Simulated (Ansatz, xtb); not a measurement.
**C5H12: which of two isomers lies lower**

Structure X: `CCCCC`, a singlet. Structure Y: `CC(C)(C)C`, a singlet. Both are isolated molecules in the gas phase, relaxed with PBE-D3(BJ)/def2-SVP; each stands in its lowest conformer found.

Quicker runs give these differences E(Y) − E(X): GFN2-xTB −3.9 kcal/mol; HF/STO-3G +0.1 kcal/mol (at GFN2-xTB geometries); r2SCAN-D4/def2-SVP −3.1 kcal/mol (at GFN2-xTB geometries).

Which of the two would you expect CCSD(T)/def2-SVP + ΔMP2/def2-TZVPP electronic energies to favour?

Structure Y; the calculation gives E(Y) − E(X) = −4.4 kcal/mol.

How the difference moves with the method:

| level | geometry | E(Y) − E(X) (kcal/mol) | departure from the last row (kcal/mol) | job, with rough time for the two |
| --- | --- | --- | --- | --- |
| GFN2-xTB | GFN2-xTB | −3.9 | +0.6 | optimisation, 0.1 s |
| HF/STO-3G | GFN2-xTB | +0.1 | +4.5 | single point, 0.3 s |
| r2SCAN-D4/def2-SVP | GFN2-xTB | −3.1 | +1.3 | single point, 2.5 s |
| PBE-D3(BJ)/def2-SVP | PBE-D3(BJ)/def2-SVP | −2.1 | +2.4 | optimisation, 8.1 s |
| HF/def2-SVP | PBE-D3(BJ)/def2-SVP | −0.4 | +4.0 | part of the CCSD(T) run |
| MP2/def2-SVP | PBE-D3(BJ)/def2-SVP | −4.6 | −0.2 | part of the CCSD(T) run |
| CCSD(T)/def2-SVP | PBE-D3(BJ)/def2-SVP | −3.9 | +0.5 | single point |
| CCSD(T)/def2-SVP + ΔMP2/def2-TZVPP | PBE-D3(BJ)/def2-SVP | −4.4 |  | single point, 33 s |

As drawn, both hold the same kinds of bond in the same numbers. Structure X has 2 methyl groups, Y 4.

HF/STO-3G, HF/def2-SVP find them nearly level. The largest departure from CCSD(T)/def2-SVP + ΔMP2/def2-TZVPP is that of HF/STO-3G, 4.5 kcal/mol. The last row adds to CCSD(T) the change of the MP2 difference between the two basis sets, here −0.5 kcal/mol.

With thermal terms from frequencies at re-optimised GFN2-xTB minima (ideal gas, soft modes damped towards free rotors, one conformer each, 298.15 K, 1 atm): on the last row, ΔE + ΔZPE = −5.0, ΔH = −5.0, ΔG = −3.3 kcal/mol.

Tabulated enthalpies of formation at 298 K are −146.9 kJ/mol for X (CRC Handbook of Chemistry and Physics) and −168.0 kJ/mol for Y (CRC Handbook of Chemistry and Physics), a difference of −5.0 kcal/mol. Calculated less tabulated ΔH, with the same thermal term: GFN2-xTB +0.6, HF/STO-3G +4.5, r2SCAN-D4/def2-SVP +1.3, PBE-D3(BJ)/def2-SVP +2.4, HF/def2-SVP +4.1, MP2/def2-SVP −0.2, CCSD(T)/def2-SVP +0.5, CCSD(T)/def2-SVP + ΔMP2/def2-TZVPP 0.0 kcal/mol. Handbook values carry no stated uncertainty.

The correlated steps freeze 5 core orbitals. Run with Ansatz 0.2.0, xtb 6.7.1; the last row on 2 threads of Intel(R) Xeon(R) 6975P-C (Granite Rapids) on a shared host.
